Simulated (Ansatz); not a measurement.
# C₃H₇F: one species, many methods, part 2 of 2

Ansatz 0.2.0, Gaussian basis; functionals in def2-TZVPP, the program's frozen cores in correlated methods. Earlier steps stand in the parts before.

## (17) ωB97M-V (range-separated)

File in.yaml:

```yaml
crystal:
  periodic: [false, false, false]
  atoms:
    - {symbol: C, position_ang: [-0.234536, 1.045070, -0.702969]}
    - {symbol: C, position_ang: [-0.479631, -0.306611, -0.081322]}
    - {symbol: C, position_ang: [0.626412, -0.766190, 0.834659]}
    - {symbol: F, position_ang: [-0.614095, -1.242424, -1.108364]}
    - {symbol: H, position_ang: [-1.041897, 1.303403, -1.390020]}
    - {symbol: H, position_ang: [-0.180577, 1.814115, 0.071030]}
    - {symbol: H, position_ang: [0.707657, 1.043916, -1.256036]}
    - {symbol: H, position_ang: [-1.436585, -0.307229, 0.453745]}
    - {symbol: H, position_ang: [1.578547, -0.788734, 0.299362]}
    - {symbol: H, position_ang: [0.417324, -1.766677, 1.216649]}
    - {symbol: H, position_ang: [0.722783, -0.085639, 1.683765]}
basis:
  gaussian: {orbitals: def2-TZVPP}
hamiltonian: {xc: {name: wB97M-V}}
output: {forces: true, orbitals: {seedname: orbitals}}
```

Log (excerpt; [...] marks lines left out):

```text
Functional definition: wB97M-V
  name "wB97M-V"
  cite "Mardirossian & Head-Gordon, J. Chem. Phys. 144, 214110 (2016) doi:10.1063/1.4952647"
  cite "Becke, J. Chem. Phys. 107, 8554 (1997) doi:10.1063/1.475007"
  cite "Vydrov & Van Voorhis, J. Chem. Phys. 133, 244103 (2010) doi:10.1063/1.3521275"
  # Of w^i u^j: cxij and so on, Table III.
[...]
  gx(w, u) = 1 - cx + cx01*u + cx10*w
[...]
Atom 7 at    -1.436585    -0.307229     0.453745 Å, force     0.088630    -0.000618    -0.050296 eV/Å
Atom 8 at     1.578547    -0.788734     0.299362 Å, force    -0.071669     0.005601     0.026526 eV/Å
Atom 9 at     0.417324    -1.766677     1.216649 Å, force     0.013755     0.076326    -0.033244 eV/Å
Atom 10 at     0.722783    -0.085639     1.683765 Å, force    -0.010210    -0.044367    -0.064191 eV/Å
Dipole moment:     0.061095     0.268010     0.281487 e Å
```

It took 9 s on 2 threads, shared host; peak memory 0.63 GiB.

Atomisation energy: 1021.9 kcal/mol (free atoms -5897.883 eV, run apart). HOMO -11.57 eV, LUMO 2.69 eV.

## (18) B2PLYP (double hybrid)

Changes to in.yaml since step 17:

```diff
@@ -16,3 +16,2 @@
   gaussian: {orbitals: def2-TZVPP}
-hamiltonian: {xc: {name: wB97M-V}}
-output: {forces: true, orbitals: {seedname: orbitals}}
+hamiltonian: {xc: {name: B2PLYP}}
```

Log (excerpt; [...] marks lines left out):

```text
Functional definition: B2PLYP
  name "B2PLYP"
  cite "Grimme, J. Chem. Phys. 124, 034108 (2006) doi:10.1063/1.2148954"
  cite "Becke, Phys. Rev. A 38, 3098 (1988) doi:10.1103/PhysRevA.38.3098"
  cite "Lee, Yang & Parr, Phys. Rev. B 37, 785 (1988) doi:10.1103/PhysRevB.37.785"
[...]
1308 factors; integrals over basis functions are off by at most 9.6e-4 eV
[...]
mean field -5933.42947552 eV, -218.0495114023 hartree, gradient 4.5e-6 eV, S^2 0.000000; 0 other end points of the search recorded, 0 dependent functions left out
4 core orbitals not correlated: weight in the atoms' cores, before any rotation towards them, 1.000 or more for the frozen orbitals, at most 0.000 for the correlated occupied ones
reference -5933.42963637 eV, -218.0495173135 hartree; 13, 13 occupied and 205, 205 virtual orbitals, 1308 factors
second order -25.32484032 eV of doubles, -0.00000000 eV of singles
Total energy: -5940.26734325 eV, -218.3007984068 hartree
```

Run time: 5 s. Hardware: 2 threads, shared host; peak memory 0.52 GiB.

Atomisation energy: 1010.8 kcal/mol (free atoms -5896.434 eV, run apart).

## (19) PBE-QIDH (double hybrid)

Changes to in.yaml since step 18:

```diff
@@ -16,2 +16,2 @@
   gaussian: {orbitals: def2-TZVPP}
-hamiltonian: {xc: {name: B2PLYP}}
+hamiltonian: {xc: {name: PBE-QIDH}}
```

Log (excerpt; [...] marks lines left out):

```text
Functional definition: PBE-QIDH
  name "PBE-QIDH"
  cite "Brémond, Sancho-García, Pérez-Jiménez & Adamo, J. Chem. Phys. 141, 031101 (2014) doi:10.1063/1.4890314"
  cite "Perdew, Burke & Ernzerhof, Phys. Rev. Lett. 77, 3865 (1996) doi:10.1103/PhysRevLett.77.3865"
[...]
1308 factors; integrals over basis functions are off by at most 9.6e-4 eV
[...]
mean field -5929.63662354 eV, -217.9101266631 hartree, gradient 4.9e-6 eV, S^2 0.000000; 0 other end points of the search recorded, 0 dependent functions left out
4 core orbitals not correlated: weight in the atoms' cores, before any rotation towards them, 1.000 or more for the frozen orbitals, at most 0.000 for the correlated occupied ones
reference -5929.63663492 eV, -217.9101270811 hartree; 13, 13 occupied and 205, 205 virtual orbitals, 1308 factors
second order -23.64973379 eV of doubles, -0.00000000 eV of singles
Total energy: -5937.51987952 eV, -218.1998309767 hartree
```

Run time: 4.8 s. Hardware: 2 threads, shared host; peak memory 0.52 GiB.

Atomisation energy: 1016.3 kcal/mol (free atoms -5893.449 eV, run apart).

## (20) Frontier levels by functional

Dipoles come from the runs that computed forces. Levels, from each run's orbital file:

| functional | HOMO (eV) | LUMO (eV) | gap (eV) | dipole (D) |
| --- | --- | --- | --- | --- |
| LDA (SPW92) | -7.61 | 0.34 | 7.95 |  |
| PBE-D4 | -7.51 | 0.48 | 7.99 | 1.78 |
| revPBE-D4 | -7.46 | 0.55 | 8.01 |  |
| BLYP-D4 | -7.48 | 0.44 | 7.92 |  |
| r2SCAN-D4 | -7.88 | 1.33 | 9.20 | 1.85 |
| B97M-V | -8.05 | 0.64 | 8.69 |  |
| PBE0-D4 | -9.17 | 1.27 | 10.44 |  |
| B3LYP-D4 | -8.97 | 0.91 | 9.88 | 1.90 |
| r2SCANh-D4 | -8.49 | 1.55 | 10.04 |  |
| r2SCAN0-D4 | -9.41 | 1.85 | 11.26 |  |
| HSE06-D4 | -8.76 | 0.90 | 9.66 |  |
| BHLYP-D4 | -10.76 | 1.83 | 12.59 |  |
| CAM-B3LYP-D4 | -10.68 | 2.00 | 12.68 |  |
| LC-ωPBE | -11.98 | 3.32 | 15.30 |  |
| ωB97X-V | -11.67 | 3.12 | 14.79 |  |
| ωB97M-V | -11.57 | 2.69 | 14.25 | 1.89 |

## (21) CCSD(T) in def2-SVP

Changes to in.yaml since step 19:

```diff
@@ -15,3 +15,3 @@
 basis:
-  gaussian: {orbitals: def2-TZVPP}
-hamiltonian: {xc: {name: PBE-QIDH}}
+  gaussian: {orbitals: def2-SVP}
+correlation: {method: ccsd_t}
```

Log (excerpt; [...] marks lines left out):

```text
Functional definition: HF
  name "HF"
  cite "Fock, Z. Phys. 61, 126 (1930) doi:10.1007/BF01340294"
  parent pbe
[...]
925 factors; integrals over basis functions are off by at most 1.5e-3 eV
[...]
mean field -5903.71493486 eV, -216.9575221744 hartree, gradient 1.5e-6 eV, S^2 0.000000; 0 other end points of the search recorded, 0 dependent functions left out
4 core orbitals not correlated: weight in the atoms' cores, before any rotation towards them, 1.000 or more for the frozen orbitals, at most 0.000 for the correlated occupied ones
reference -5903.71493486 eV, -216.9575221744 hartree; 13, 13 occupied and 74, 74 virtual orbitals, 925 factors
second order -16.78706784 eV of doubles, -0.00000000 eV of singles
cycle   1  -17.57537609 eV  change   -7.9e-1 eV  update   8.0e-2
[...]
cycle   8  -18.06444150 eV  change    1.3e-5 eV  update   1.8e-5
perturbative correction -0.43424479 eV, -0.0159582017 hartree
Total energy: -5922.21362115 eV, -217.6373363566 hartree
```

It took 3.5 s on 2 threads, shared host; peak memory 0.38 GiB.

## (22) CCSD(T) in def2-TZVPP

Changes to in.yaml since step 21:

```diff
@@ -15,3 +15,4 @@
 basis:
-  gaussian: {orbitals: def2-SVP}
+  gaussian: {orbitals: def2-TZVPP}
 correlation: {method: ccsd_t}
+output: {orbitals: {seedname: orbitals}}
```

Log (excerpt; [...] marks lines left out):

```text
Functional definition: HF
  name "HF"
  cite "Fock, Z. Phys. 61, 126 (1930) doi:10.1007/BF01340294"
  parent pbe
[...]
1308 factors; integrals over basis functions are off by at most 9.6e-4 eV
[...]
mean field -5910.66991767 eV, -217.2131130783 hartree, gradient 7.2e-6 eV, S^2 0.000000; 0 other end points of the search recorded, 0 dependent functions left out
4 core orbitals not correlated: weight in the atoms' cores, before any rotation towards them, 1.000 or more for the frozen orbitals, at most 0.000 for the correlated occupied ones
reference -5910.66991767 eV, -217.2131130783 hartree; 13, 13 occupied and 205, 205 virtual orbitals, 1308 factors
second order -21.18366219 eV of doubles, -0.00000000 eV of singles
cycle   1  -21.65450867 eV  change   -4.7e-1 eV  update   8.7e-2
[...]
cycle   8  -22.20667806 eV  change    2.7e-5 eV  update   2.2e-5
perturbative correction -0.76117200 eV, -0.0279725551 hartree
Total energy: -5933.63776772 eV, -218.0571659997 hartree
```

It took 69 s on 2 threads, shared host; peak memory 3.8 GiB.

## (23) MP2 in def2-QZVPP

Changes to in.yaml since step 22:

```diff
@@ -15,4 +15,3 @@
 basis:
-  gaussian: {orbitals: def2-TZVPP}
-correlation: {method: ccsd_t}
-output: {orbitals: {seedname: orbitals}}
+  gaussian: {orbitals: "def2-QZVPP.json"}
+correlation: {method: mp2}
```

Log (excerpt; [...] marks lines left out):

```text
Functional definition: HF
  name "HF"
  cite "Fock, Z. Phys. 61, 126 (1930) doi:10.1007/BF01340294"
  parent pbe
[...]
2607 factors; integrals over basis functions are off by at most 7.0e-4 eV
[...]
mean field -5910.94452071 eV, -217.2232045541 hartree, gradient 2.6e-6 eV, S^2 0.000000; 0 other end points of the search recorded, 0 dependent functions left out
4 core orbitals not correlated: weight in the atoms' cores, before any rotation towards them, 1.000 or more for the frozen orbitals, at most 0.000 for the correlated occupied ones
reference -5910.94452071 eV, -217.2232045541 hartree; 13, 13 occupied and 421, 421 virtual orbitals, 2607 factors
second order -22.75889771 eV of doubles, -0.00000000 eV of singles
Total energy: -5933.70341843 eV, -218.0595786185 hartree
```

It took 21 s on 2 threads, shared host; peak memory 2.5 GiB.

Energy pieces by basis (eV):

```csv
basis,HF,MP2 correlation,CCSD correlation,(T),total
def2-SVP,-5903.7149,-16.7871,-18.0644,-0.4342,-5922.2136
def2-TZVPP,-5910.6699,-21.1837,-22.2067,-0.7612,-5933.6378
def2-QZVPP,-5910.9445,-22.7589,,,-5933.7034 (MP2)
```

The report of the def2-TZVPP run gives T1 = 0.0097.

## (24) From triple and quadruple zeta to the limit

No new run: Hartree-Fock is extrapolated as exp(−7.88√X) and correlation as X^−2.97, with X = 3 and 4; only MP2 was run in the larger set, so CCSD(T) minus MP2 is added from the smaller one.

```csv
level,energy at the limit (eV)
HF,-5910.9823
MP2,-5934.9081
CCSD,-5935.9311
CCSD(T),-5936.6923
```

## (25) RPA on PBE orbitals

Changes to in.yaml since step 23:

```diff
@@ -15,3 +15,4 @@
 basis:
-  gaussian: {orbitals: "def2-QZVPP.json"}
-correlation: {method: mp2}
+  gaussian: {orbitals: def2-TZVPP}
+hamiltonian: {xc: pbe}
+correlation: {method: rpa}
```

Log (excerpt; [...] marks lines left out):

```text
Functional definition: PBE
  name "PBE"
  cite "Perdew, Burke & Ernzerhof, Phys. Rev. Lett. 77, 3865 (1996) doi:10.1103/PhysRevLett.77.3865"
  parent pbe
[...]
1308 factors; integrals over basis functions are off by at most 9.6e-4 eV
[...]
mean field -5937.61078533 eV, -218.2031717036 hartree, gradient 3.9e-6 eV, S^2 0.000000; 0 other end points of the search recorded, 0 dependent functions left out
4 core orbitals not correlated: weight in the atoms' cores, before any rotation towards them, 1.000 or more for the frozen orbitals, at most 0.000 for the correlated occupied ones
reference -5909.54179481 eV, -217.1716553280 hartree; 13, 13 occupied and 205, 205 virtual orbitals, 1308 factors
Total energy: -5944.18979354 eV, -218.4449457959 hartree
```

Wall time 5 s (2 threads, shared host); peak memory 0.5 GiB.

RPA correlation: -34.648 eV. No RPA run of the hydrogen atom was made, so RPA has no atomisation energy below.

## (26) All levels against the reference

Atomisation energy = energies of 3 C, 1 F, 7 H (separate runs, same level) minus the molecule's; electronic only, no spin-orbit term.

Differences are taken before rounding.

```csv
method,rung,"atoms, summed (eV)",atomisation energy (kcal/mol),from CCSD(T)/CBS (kcal/mol),time
LDA (SPW92),LDA,-5846.362,1160.0,+140.4,1.2 s
PBE-D4,GGA,-5892.744,1038.2,+18.5,2.5 s
revPBE-D4,GGA,-5899.442,1014.9,-4.7,2 s
BLYP-D4,GGA,-5898.977,1015.9,-3.7,2 s
r2SCAN-D4,meta-GGA,-5897.412,1021.5,+1.9,4.1 s
B97M-V,meta-GGA,-5899.716,1020.6,+0.9,8 s
PBE0-D4,hybrid,-5893.974,1023.8,+4.2,2.5 s
B3LYP-D4,hybrid,-5901.161,1020.0,+0.3,3.8 s
r2SCANh-D4,hybrid,-5897.368,1016.9,-2.8,3.9 s
r2SCAN0-D4,hybrid,-5897.312,1010.2,-9.4,3.8 s
HSE06-D4,hybrid,-5893.615,1024.5,+4.9,2.7 s
BHLYP-D4,hybrid,-5898.822,994.9,-24.8,2.5 s
CAM-B3LYP-D4,range-separated,-5898.057,1025.7,+6.1,2.7 s
LC-ωPBE,range-separated,-5897.349,1019.7,+0.1,2.4 s
ωB97X-V,range-separated,-5898.813,1020.7,+1.1,7 s
ωB97M-V,range-separated,-5897.883,1021.9,+2.3,9 s
B2PLYP,double hybrid,-5896.434,1010.8,-8.8,5 s
PBE-QIDH,double hybrid,-5893.449,1016.3,-3.3,4.8 s
HF/def2-TZVPP,wavefunction,-5877.330,768.8,-250.8,
MP2/def2-TZVPP,wavefunction,-5888.109,1008.8,-10.9,
CCSD/def2-TZVPP,wavefunction,-5890.103,986.4,-33.2,
CCSD(T)/def2-SVP,wavefunction,-5879.724,979.8,-39.8,3.5 s
CCSD(T)/def2-TZVPP,wavefunction,-5890.362,998.0,-21.7,69 s
MP2/CBS,wavefunction,-5890.224,1030.4,+10.8,
CCSD(T)/CBS,wavefunction,-5892.477,1019.6,0,90 s
```

Among the levels timed on like hardware and quicker than the yardstick, those that no quicker one beats, quickest first: LDA (SPW92) (1.2 s, +140.4 kcal/mol); BLYP-D4 (2 s, -3.7 kcal/mol); LC-ωPBE (2.4 s, +0.1 kcal/mol).

LDA (SPW92), LC-ωPBE, B2PLYP, PBE-QIDH carry no dispersion term (for B3LYP, D4 adds 5.6 kcal/mol).

Times are those of the molecule's run; HF, MP2 and CCSD come out of the CCSD(T) runs, and the limit's time is the sum of the runs that it needs.

## (27) From atomisation energies to enthalpies of formation

The vibrations of an earlier PBE0-D4 run give H(298) − E = 64.0 kcal/mol for the molecule; each atom carries 5/2 RT. With the gaseous atoms' enthalpies of formation (C 716.873, F 79.374, H 217.998 kJ/mol, Active Thermochemical Tables 1.112), ΔfH = Σ atoms − (atomisation energy − 47.7 kcal/mol). Measured: -293.5 kJ/mol (298.15 K; CRC Handbook of Chemistry and Physics).

```
            method  ΔfH(298) (kcal/mol)  from the measured (kcal/mol)
       LDA (SPW92)               -214.6                        -144.5
            PBE-D4                -92.8                         -22.7
         revPBE-D4                -69.5                          +0.6
           BLYP-D4                -70.5                          -0.4
         r2SCAN-D4                -76.2                          -6.1
            B97M-V                -75.2                          -5.1
           PBE0-D4                -78.5                          -8.4
          B3LYP-D4                -74.6                          -4.5
        r2SCANh-D4                -71.5                          -1.4
        r2SCAN0-D4                -64.9                          +5.2
          HSE06-D4                -79.1                          -9.0
          BHLYP-D4                -49.5                         +20.6
      CAM-B3LYP-D4                -80.4                         -10.3
           ωB97X-V                -75.3                          -5.2
           ωB97M-V                -76.5                          -6.4
            B2PLYP                -65.4                          +4.7
          PBE-QIDH                -70.9                          -0.8
           LC-ωPBE                -74.3                          -4.2
     HF/def2-TZVPP               +176.5                        +246.6
    MP2/def2-TZVPP                -63.4                          +6.7
   CCSD/def2-TZVPP                -41.0                         +29.1
  CCSD(T)/def2-SVP                -34.5                         +35.6
CCSD(T)/def2-TZVPP                -52.6                         +17.5
           MP2/CBS                -85.1                         -15.0
       CCSD(T)/CBS                -74.3                          -4.2
```

## (28) Results

This closing draws on all 2 parts.

| quantity | value |
| --- | --- |
| atomisation energy, CCSD(T)/CBS | 1019.6 kcal/mol |
| functionals within 5.1 kcal/mol (0.5 %) | revPBE-D4, BLYP-D4, r2SCAN-D4, B97M-V, PBE0-D4, B3LYP-D4, r2SCANh-D4, HSE06-D4, LC-ωPBE, ωB97X-V, ωB97M-V, PBE-QIDH |
| farthest beyond LDA | BHLYP-D4 (-24.8 kcal/mol) |
| mean size of error, GGA | 9.0 kcal/mol |
| mean size of error, meta-GGA | 1.4 kcal/mol |
| mean size of error, hybrid | 7.7 kcal/mol |
| mean size of error, range-separated | 2.4 kcal/mol |
| mean size of error, double hybrid | 6.1 kcal/mol |
| gap, smallest and largest | 7.92 eV (BLYP-D4), 15.30 eV (LC-ωPBE) |
| T1 diagnostic | 0.0097 |
| triples share of the correlation energy | 3.3 % |

**Reading.** The LDA atomisation energy is off by 140.4 kcal/mol (14 %): it overbinds. PBE-D4 misses by +18.5 kcal/mol. Double hybrids carry the basis error of their MP2 part in triple zeta, and no dispersion term here, so their miss is partly the set-up's. The rungs meta-GGA, range-separated miss on average by less than the doubt on the reference (5.1 kcal/mol), so they tie. The reference freezes the cores and leaves out relativity and excitations past (T), so misses under about 5.1 kcal/mol can't be ranked. Hartree-Fock recovers 75 % of the binding; the rest is correlation. CCSD(T) in def2-SVP is off by -39.8 kcal/mol, which most functionals beat. Orbital gaps span 7.9 to 15.3 eV; exact exchange widens them. Against the measured enthalpy of formation, CCSD(T)/CBS is off by -4.2 kcal/mol and PBE-D4 by -22.7 kcal/mol. Left out at every level are anharmonicity, which would lower the calculated values a little, and the spin-orbit lowering of the C, F atoms, which would raise them a little; core-valence correlation, missing in the reference, would lower it.

LC-ωPBE reaches 0.1 kcal/mol from the reference in 2.4 s, where CCSD(T)/CBS took 90 s; the quickest level in the cost chart, LDA (SPW92), takes 1.2 s and misses by 140.4 kcal/mol.
